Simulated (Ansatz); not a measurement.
# CH₄N radical (SMILES C[NH]): functionals against CCSD(T) at one geometry

An exercise on one series of results from a longer session: the logs are not shown, and one member is left open.

The runs use Ansatz 0.2.0, Gaussian basis; single points in def2-TZVPP.

Cores are frozen in the correlated methods. Orbitals are unrestricted.

### Where the work starts

SMILES `C[NH]`, 6 atoms, charge 0, spin multiplicity 2.

Atoms are counted from 1 here; the program's logs count them from 0.

Bond lengths: C1–N2 1.378 Å, C1–H3 1.070 Å, C1–H4 1.076 Å, C1–H5 1.068 Å, N2–H6 0.981 Å. Angles: N2–C1–H3 112.6°, N2–C1–H4 110.0°, N2–C1–H5 112.8°, H3–C1–H4 110.2°, H3–C1–H5 102.6°, H4–C1–H5 108.4°, C1–N2–H6 110.5°.

Geometry (Å):

```csv
atom,x (Å),y (Å),z (Å)
C1,-0.0703,-0.2659,-0.2311
N2,-0.2611,0.4097,0.9550
H3,-0.2552,0.3475,-1.0877
H4,-0.6939,-1.1429,-0.2596
H5,0.9438,-0.5691,-0.3757
H6,0.3383,1.1849,1.0095
```

The first run:

Input file run/in.yaml:

```yaml
crystal:
  periodic: [false, false, false]
  atoms:
    - {symbol: C, position_ang: [-0.070300, -0.265900, -0.231100]}
    - {symbol: N, position_ang: [-0.261100, 0.409700, 0.955000]}
    - {symbol: H, position_ang: [-0.255200, 0.347500, -1.087700]}
    - {symbol: H, position_ang: [-0.693900, -1.142900, -0.259600]}
    - {symbol: H, position_ang: [0.943800, -0.569100, -0.375700]}
    - {symbol: H, position_ang: [0.338300, 1.184900, 1.009500]}
basis:
  gaussian: {orbitals: def2-TZVPP}
magnetization: {spin_polarized: true, initial_magnetization: 1}
correlation: {method: ccsd_t}
scf: {omitted_lower_state_checks: [cluster_reference]}
output: {forces: true}
```

The command line of these runs was not kept.

Among the steps run: CCSD(T)/def2-TZVPP; PBE0-D4/def2-TZVPP; wB97M-V/def2-TZVPP; r2SCAN-D4/def2-TZVPP; PBE-D4/def2-TZVPP; LC-wPBE/def2-TZVPP; SPW92/def2-TZVPP.

One of the session's tables, all rows but one given; the rest of the session is left out.

| method | RMS force component (eV/Å) | angle to CCSD(T) forces (°) | dipole (D) |
| --- | --- | --- | --- |
| CCSD(T) | 0.930 | reference | 1.95 |
| PBE0-D4 | 0.832 | 12.2 | 1.98 |
| wB97M-V | 0.833 | 6.5 | 2.00 |
| r2SCAN-D4 | 0.863 | 10.7 | 1.97 |
| PBE-D4 | 0.988 | 18.2 | 1.99 |
| LC-wPBE | 0.812 | 8.3 | 2.04 |
| SPW92 | ? | ? | ? |

Q: Estimate the row for SPW92 from the others.

**Answer.** RMS force component (eV/Å): 0.991; angle to CCSD(T) forces (°): 36.1; dipole (D): 2.13. In the column «RMS force component (eV/Å)» it is the highest.
